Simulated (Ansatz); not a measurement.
Consider the atomization: `FCCF` → 2 C• + 2 F• + 4 H•.

Gas-phase electronic energies from Ansatz, PBE0-D4/def2-TZVP geometries. CCSD(T)/CBS is the MP2 limit (def2-TZVPP, def2-QZVPP) plus CCSD(T) − MP2 in def2-TZVPP, frozen cores. This one scheme is used for every species, atoms too. DFT in def2-TZVPP. No spin–orbit coupling; open shells (•) take unrestricted orbitals. Spin–orbit coupling would lower the free atoms: a little for C, F. One conformer a species, not always the lowest.

`FCCF`:

Z-matrix (Å, degrees):
```
C
C 1 1.498
F 1 1.378 2 110.9
H 1 1.095 2 109.4 3 119.5
H 1 1.094 2 110.5 3 -120.0
F 2 1.378 1 110.9 3 71.2
H 2 1.096 1 109.4 3 -169.4
H 2 1.094 1 110.5 3 -48.8
```

```
species  r2SCAN0-D4 energy (Eh)
 `FCCF`              -278.24667
     C•               -37.83406
     F•               -99.72093
     H•                -0.49987
```

(1) Work out ΔE.

Largest T1 diagnostic among the species: 0.011.

Results:

(1) ΔE = 4 × (-0.49987) + 2 × (-37.83406) + 2 × (-99.72093) − (-278.24667) = 1.13721 Eh = +30.95 eV. CCSD(T)/CBS gives +31.49 eV.

From PBE to PBE0 (25 % exact exchange), in def2-TZVPP and without D4, ΔE moves by −0.75 eV: exact exchange takes away binding that semilocal exchange gives to molecules. In def2-TZVPP, CCSD(T) changes the Hartree–Fock value by +7.81 eV (the triples alone add +0.45 eV) and MP2 by +8.48 eV; breaking electron pairs costs correlation energy, which Hartree–Fock lacks.

For atomizations the MP2-based limit and the directly extrapolated one differ by several kJ/mol either way, and by 10 to 25 for some Ge, Se and Sn compounds, so smaller differences from it don't rank the levels.
